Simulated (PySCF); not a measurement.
Gas-phase reaction: 2 SiF₃ + SiH₂ → 2 SiHF₂ + SiF₂. Level: PBE0/def2-QZVP†; standard pressure 1 bar.

Method: PySCF energies plus ideal-gas RRHO corrections (1 bar). † marks an energy on the PBE0/def2-TZVP geometry and frequencies. Open shells (unrestricted): SiF₃ (multiplicity 2), SiHF₂ (multiplicity 2); the rest are closed-shell singlets. SiHF₂: computed as isolated molecules; such fragments, hydroxides, amides, oligomers or adducts are transient or little studied in the gas. The harmonic model lacks anharmonicity and excited electronic states, which grow with temperature; levels with a mode under 35 cm⁻¹ are left out.

| T (K) | 1000/T (1/K) | log10 K |
|---|---|---|
| 800 | 1.2500 | 7.12 |
| 1000 | 1.0000 | 5.94 |
| 1200 | 0.8333 | 5.15 |
| 1400 | 0.7143 | 4.58 |
| 1600 | 0.6250 | ? |
| 1800 | 0.5556 | 3.82 |

Fit log10 K = a + b·(1000/T) to the five rows, get the mean ΔH° and ΔS°, and predict log10 K at 1600 K.

Means: 1000/T = 0.8706, log10 K = 5.322. Sums of products about the means: Sxy = 1.35765, Sxx = 0.285735, so b = Sxy/Sxx = 4.75 and a = 5.322 − (4.75)×0.8706 = 1.19.
ΔH° = −R ln 10 × 1000 K × b = −19.145 × (4.75) = -91 kJ; ΔS° = R ln 10 × a = 23 J/K. The run's own values go from -90 kJ and 23 J/K at 800 K to -91 kJ and 22 J/K at 1800 K.
Prediction at 1600 K: 1.19 + (4.75)×0.6250 = 4.16. The computed value is 4.16, 0.00 from the line.
For scale, ΔH°(298 K) is -88 kJ at this level, -95 kJ at ωB97M-V/def2-TZVP†, and runs from -162 to -60 kJ over the 20 levels computed.
